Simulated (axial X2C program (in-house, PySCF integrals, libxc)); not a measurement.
# Al₂: bond constants with and without spin–orbit coupling

Computed with an in-house all-electron X2C program for linear molecules (integrals from PySCF). Spin-free means the one-electron spin-free X2C Hamiltonian; two-component (2c) means X2C with spin–orbit coupling and atomic mean-field two-electron Coulomb and Gaunt terms, so the difference of the two also holds small scalar two-electron terms. Basis: Al dyall-v3z [8s8p2d1f] (cores contracted in-house); Gaussian nuclei, density fitting, unrestricted open shells. Masses: Al 26.982 u.

The run was started with this input:
```json
{"zs": [13, 13], "q": 0, "bas": ["dyall-v3z", "dyall-v3z"], "levels": ["PBE0", "HF", "LDA"], "cc": true, "r0": 2.52, "thr": -2.0, "nmax": 90, "npts": 10, "nst": 2, "ntry": 6}
```
```bash
python so2c.py task.json out
```

Keys: zs atomic numbers; q charge; bas basis sets; levels methods; cc coupled cluster on or off; r0 starting distance in Å; thr threshold in hartree for freezing inner shells (an s shell follows its p shell); nmax most natural virtual spinors; npts points on the curve; nst determinants followed; ntry starts of the search. HF also brings MP2.

State, spin-free: M_S = 1, Λ = 0 (beyond evenly filled blocks: π+α, π-α); electrons by block: σα: 8, σβ: 8, π+α: 3, π+β: 2, π-α: 3, π-β: 2. Fragments: Al + Al.

State, 2c: Ω = 1 (⟨Sz⟩ = 1.00, ⟨Lz⟩ = 0.00 at PBE0); electrons by block: 1/2: 10, -1/2: 11, 3/2: 3, -3/2: 2. Fragments: Al + Al.

```tsv
Hamiltonian	level	Re (Å)	ωe (cm⁻¹)	Be (cm⁻¹)	De (eV)	D0 (eV)	k (mdyn/Å)
spin-free	PBE0	2.483	346.8	0.2026	1.48	1.46	0.956
spin-free	HF	2.545	314.5	0.1929	0.426	0.407	0.786
spin-free	MP2	2.468	367.4	0.2052	1.27	1.25	1.07
spin-free	CCSD	2.494	343.1	0.2009	1.12	1.10	0.936
spin-free	CCSD(T)	2.488	348.8	0.2019	1.31	1.29	0.967
spin-free	LDA	2.466	347.7	0.2054	1.95	1.93	0.961
2c	PBE0	2.484	346.7	0.2026	1.48	1.45	0.956
2c	HF	2.546	314.4	0.1928	0.426	0.407	0.786
2c	MP2	2.468	367.3	0.2051	1.27	1.24	1.07
2c	CCSD	2.494	343.0	0.2009	1.10	1.08	0.935
2c	CCSD(T)	2.488	348.6	0.2018	1.30	1.27	0.966
2c	LDA	2.467	347.6	0.2054	1.95	1.93	0.96
```

Correlated methods: 6 electrons correlated (number of frozen shells: Al 2 s, 1 p), 142 virtual spin orbitals or spinors in MP2, 90 natural virtuals in coupled cluster.

The state is one determinant whose occupation by symmetry is held fixed; it was picked as the lowest of a PBE0 search that is not exhaustive. De is counted from the lowest determinant-based energies of the atoms at the same level, without counterpoise correction. Density functionals use the spin component along the axis (collinear). Coupled cluster ran in a truncated set of natural virtual spinors; the MP2 energy of the rest was added. (T) has no such correction and the atoms are truncated less, which lowers De at CCSD(T) by a hundredth of an eV or more. The 2c atoms are single determinants rather than J levels; their spin–orbit lowering is only partly caught, and De is too large by that part. This holds for PBE0, LDA. Other states lie close and PBE0, whose exact exchange favours high spin, may order them wrongly; the determinant shown need not be the ground state. The nearest other spin-free determinant of the search, M_S = 1, Λ = 1, lies 0.11 eV up at the distance of the search. Without a current term, density functionals place determinants with orbital angular momentum somewhat too high. With several unpaired electrons one determinant need not be a pure state. Open-shell Ω = 0 determinants with evenly filled partner blocks cannot be reached by this program, so the Ω shown need not be the lowest component. At some level and bond length an empty orbital lies below a filled one. This is the Ω = 1 component of a π² triplet; the 0⁺ component is not one determinant and can lie lowest.

Rough cost a point (2c) on 1 thread(s) of a shared host, integrals apart: PBE0 0.22 s, HF 0.1 s, CCSD(T) 1.9 s, LDA 0.09 s.

The whole task took 43 s on 1 thread of Intel(R) Xeon(R) Processor @ 2.30GHz (shared host).
